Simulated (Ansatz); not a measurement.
**SO2 (sulfur dioxide): levels of theory compared**

Wanted: a comparison of 6 runs (UHF/STO-3G, CAM-B3LYP/STO-3G, HSE06/STO-3G, UPBE0/STO-3G, RPA@PBE/STO-3G, FCI/STO-3G) of SO2 (sulfur dioxide). 

The results are computed with Ansatz 0.2.0.

57 further runs of the same task are left out: 19 that didn't finish, 38 set aside as unsound or not needed.

**1. The structure to begin with**

SO2 has 3 atoms, charge 0, and is taken as a singlet. As SMILES, `O=S=O`. The O3–S2 distance was set to 1.789 Å, away from the relaxed value.

Bond lengths: O1–S2 1.431 Å, S2–O3 1.789 Å. Angles: O1–S2–O3 118.9°.

**2. A single-point energy at UHF/STO-3G (run 1)**

File run.yaml:

```yaml
crystal:
  periodic: [false, false, false]
  atoms:
    - {symbol: O, position_ang: [-1.083265, 0.986064, -0.480992]}
    - {symbol: S, position_ang: [0.160675, 0.697544, 0.165308]}
    - {symbol: O, position_ang: [0.704900, -1.003280, 0.272720]}
basis:
  gaussian:
    orbitals: STO-3G
magnetization:
  spin_polarized: true
hamiltonian:
  xc: hf
accuracy: high
```

Launch:

```bash
$ ansatz run run.yaml --threads 1 --pin off --max-ram 3480MiB --events-out events.jsonl --progress --plain --runs-dir runs
```

What it wrote:

```text
Warning: RAYON_NUM_THREADS=1 ignored (pool sized by the plan → 1); use --threads N
Functional definition: HF
  name "HF"
  exchange = exact_x
  correlation = 0
334 factors; integrals over basis functions are off by at most 4.5e-8 eV
mean field evaluation 1: about -14700.6985 eV, gradient 3.1e1 eV
mean field evaluation 2: about -14700.7775 eV, gradient 3.1e1 eV
mean field evaluation 4: about -14708.8007 eV, gradient 1.4e1 eV
mean field evaluation 8: about -14710.4777 eV, gradient 8.9e-1 eV
mean field evaluation 16: about -14710.4888 eV, gradient 1.3e-1 eV
mean field evaluation 32: about -14710.8009 eV, gradient 1.9e0 eV
mean field evaluation 64: about -14713.9208 eV, gradient 9.9e-2 eV
mean field evaluation 96: about -14713.8526 eV, gradient 4.1e-1 eV
mean field evaluation 128: about -14711.5531 eV, gradient 5.2e0 eV
mean field evaluation 160: about -14712.2208 eV, gradient 4.0e0 eV
mean field evaluation 192: about -14710.7303 eV, gradient 6.7e0 eV
mean field evaluation 224: about -14707.8047 eV, gradient 9.7e0 eV
mean field evaluation 256: about -14708.5556 eV, gradient 6.4e0 eV
mean field evaluation 288: about -14703.9087 eV, gradient 6.8e0 eV
mean field evaluation 320: about -14710.3541 eV, gradient 6.7e-2 eV
mean field evaluation 352: about -14699.5184 eV, gradient 1.6e1 eV
mean field -14714.04155889 eV, -540.7310537537 hartree, gradient 2.0e-8 eV, S^2 1.190795; 9 other end points of the search recorded, 0 dependent functions left out
reference -14714.04155889 eV, -540.7310537537 hartree; 16, 16 occupied and 3, 3 virtual orbitals, 334 factors
Total energy: -14714.04155889 eV, -540.7310537537 hartree
```

Run time: 0.58 s. Hardware: 1 thread of Arm Neoverse V1, shared host.

**3. A single-point energy at CAM-B3LYP/STO-3G (run 2)**

File job.yaml:

```yaml
crystal:
  periodic: [false, false, false]
  atoms:
    - {symbol: O, position_ang: [-1.083265, 0.986064, -0.480992]}
    - {symbol: S, position_ang: [0.160675, 0.697544, 0.165308]}
    - {symbol: O, position_ang: [0.704900, -1.003280, 0.272720]}
basis:
  gaussian:
    orbitals: STO-3G
total_charge: 0
hamiltonian:
  xc: {name: CAM-B3LYP}
accuracy: high
```

Launch:

```bash
$ ansatz run job.yaml --threads 1 --pin off --max-ram 3480MiB --events-out events.jsonl --progress --plain --runs-dir runs
```

What it wrote:

```text
Warning: RAYON_NUM_THREADS=1 ignored (pool sized by the plan → 1); use --threads N
Functional definition: CAM-B3LYP
  name "CAM-B3LYP"
  parameter alpha = 0.19
  parameter beta = 0.46
  parameter omega = 0.33/bohr
  parameter ac = 0.81
  exchange = (1 - alpha - beta)*b88_x + beta*b88_x_sr(omega) + alpha*exact_x + beta*exact_x_lr(omega)
  correlation = (1 - ac)*vwn5_c + ac*lyp_c
334 factors; integrals over basis functions are off by at most 4.5e-8 eV
132 factors; integrals over basis functions are off by at most 1.3e-9 eV
mean field evaluation 1: about -14733.9557 eV, gradient 4.9e1 eV
mean field evaluation 2: about -14651.0620 eV, gradient 1.7e2 eV
mean field evaluation 4: about -14741.2741 eV, gradient 3.4e1 eV
mean field evaluation 8: about -14744.4218 eV, gradient 1.9e-1 eV
mean field evaluation 16: about -14744.4220 eV, gradient 6.0e-6 eV
mean field -14744.42198141 eV, -541.8475136885 hartree, gradient 7.0e-8 eV, S^2 0.000000; 0 other end points of the search recorded, 0 dependent functions left out
reference -14744.42199020 eV, -541.8475140115 hartree; 16, 16 occupied and 3, 3 virtual orbitals, 334 factors
Total energy: -14744.42199020 eV, -541.8475140115 hartree
```

Wall time 1 s (1 thread of Arm Neoverse V1, shared host).

Runs 3 to 4 aren't shown in full; the table further down has their settings and results.

**4. A single-point energy at RPA@PBE/STO-3G (run 5)**

File in.yaml:

```yaml
basis:
  gaussian:
    orbitals: STO-3G
crystal:
  periodic: [false, false, false]
  atoms:
    - {symbol: O, position_ang: [-1.083265, 0.986064, -0.480992]}
    - {symbol: S, position_ang: [0.160675, 0.697544, 0.165308]}
    - {symbol: O, position_ang: [0.704900, -1.003280, 0.272720]}
correlation:
  method: rpa
  frozen_orbitals: {O: 1, S: 5}
total_charge: 0
accuracy: high
hamiltonian:
  xc: {name: PBE}
```

Launch:

```bash
$ ansatz run in.yaml --threads 1 --pin off --max-ram 3480MiB --events-out events.jsonl --progress --plain --runs-dir runs
```

What it wrote:

```text
Warning: RAYON_NUM_THREADS=1 ignored (pool sized by the plan → 1); use --threads N
Functional definition: PBE
  name "PBE"
  parameter kappa = 0.804
  parameter beta = 0.06672455060314922
  exchange = pbe_x(kappa = kappa, mu = beta*pi^2/3)
  correlation = pbe_c(beta = beta)
334 factors; integrals over basis functions are off by at most 4.5e-8 eV
mean field evaluation 1: about -14727.5286 eV, gradient 5.3e1 eV
mean field evaluation 2: about -14727.5007 eV, gradient 5.3e1 eV
mean field evaluation 4: about -14616.8422 eV, gradient 1.5e2 eV
mean field evaluation 8: about -14739.1022 eV, gradient 2.8e-2 eV
mean field evaluation 16: about -14722.5221 eV, gradient 4.7e1 eV
mean field evaluation 32: about -14708.3140 eV, gradient 4.1e1 eV
mean field -14739.09831116 eV, -541.6518724155 hartree, gradient 1.6e-8 eV, S^2 0.000000; 2 other end points of the search recorded, 0 dependent functions left out; unrestricted orbitals would lower it
mean field evaluation 64: about -14708.5256 eV, gradient 1.1e1 eV
unrestricted determinant -14714.04155889 eV, -540.7310537537 hartree, S^2 1.1908
7 core orbitals not correlated: weight in the atoms' cores, before any rotation towards them, 1.000 or more for the frozen orbitals, at most 0.000 for the correlated occupied ones
reference -14708.66171033 eV, -540.5333479657 hartree; 9, 9 occupied and 3, 3 virtual orbitals, 334 factors
Total energy: -14719.32533719 eV, -540.9252290245 hartree
```

It took 1.8 s on 1 thread of Arm Neoverse V1, shared host; peak memory 0.09 GiB.

**5. The energy at FCI/STO-3G (run 6)**

Edit job.yaml of step 3 so:

```diff
@@ -9,5 +9,5 @@
     orbitals: STO-3G
-total_charge: 0
-hamiltonian:
-  xc: {name: CAM-B3LYP}
+correlation:
+  method: fci
+  frozen_orbitals: {O: 1, S: 5}
 accuracy: high
```

Launch:

```bash
$ ansatz run job.yaml --threads 1 --pin off --max-ram 3480MiB --events-out events.jsonl --progress --plain --runs-dir runs
```

What it wrote:

```text
Warning: RAYON_NUM_THREADS=1 ignored (pool sized by the plan → 1); use --threads N
[... 4 set-up lines as earlier in the session ...]
334 factors; integrals over basis functions are off by at most 4.5e-8 eV
mean field evaluation 1: about -14700.6985 eV, gradient 4.4e1 eV
mean field evaluation 2: about -14700.7775 eV, gradient 4.4e1 eV
mean field evaluation 4: about -14708.8007 eV, gradient 2.0e1 eV
mean field evaluation 8: about -14710.4777 eV, gradient 1.3e0 eV
mean field evaluation 16: about -14710.4784 eV, gradient 2.9e-4 eV
mean field evaluation 32: about -14698.1291 eV, gradient 4.1e1 eV
mean field evaluation 64: about -14710.4914 eV, gradient 2.2e-2 eV
mean field evaluation 96: about -14709.5266 eV, gradient 6.4e0 eV
mean field evaluation 128: about -14708.0713 eV, gradient 2.0e-8 eV
mean field -14710.47835990 eV, -540.6001086059 hartree, gradient 2.2e-8 eV, S^2 0.000000; 9 other end points of the search recorded, 0 dependent functions left out; unrestricted orbitals would lower it
determinant -14710.47835990 eV, -540.6001086059 hartree, with singles and doubles -14716.37033299 eV, -540.8166346233 hartree
determinant -14708.07129850 eV, -540.5116507310 hartree, with singles and doubles -14712.31812752 eV, -540.6677188188 hartree
unrestricted determinant -14714.04155889 eV, -540.7310537537 hartree, S^2 1.1908
7 core orbitals not correlated: weight in the atoms' cores, before any rotation towards them, 1.000 or more for the frozen orbitals, at most 0.000 for the correlated occupied ones
reference -14710.47835990 eV, -540.6001086059 hartree; 9, 9 occupied and 3, 3 virtual orbitals, 334 factors
state -14717.45293522 eV, -540.8564195214 hartree
Total energy: -14717.45293522 eV, -540.8564195214 hartree
```

Wall time 0.81 s (1 thread of Arm Neoverse V1, shared host).

**6. Overview of the runs**

```tsv
run	level	frozen core orbitals	energy (Eh)	wall time
1	UHF/STO-3G	–	-540.731054	0.58 s
2	CAM-B3LYP/STO-3G	–	-541.847514	1 s
3	HSE06/STO-3G	–	-541.667401	1.1 s
4	UPBE0/STO-3G	–	-541.704943	4.5 s
5	RPA@PBE/STO-3G	7	-540.925229	1.8 s
6	FCI/STO-3G	7	-540.856420	0.81 s
```

**7. What came out**

```
                                          quantity          value
                               run 6: total energy  -540.85642 Eh
run 6: correlation energy (7 core orbitals frozen)     -256.3 mEh
```

What this shows: Against full CI in this basis: UHF +125.4 mEh. Totals of different functionals can't be ranked against each other. In run 5 the log says that unrestricted orbitals would lower the reference, so the values rest on an unstable closed-shell determinant (other closed-shell runs at this shape may share the fault). In runs 1, 2, 3, 4, 5, 6 the basis is minimal, so the values are rough. Spin contamination of the reference: run 1 ⟨S²⟩ = 1.19, run 4 ⟨S²⟩ = 0.80. Where it is this large, the reference is a mixture of spin states, and values that rest on it are in doubt. All runs together took 9.8 s, the longest 4.5 s.
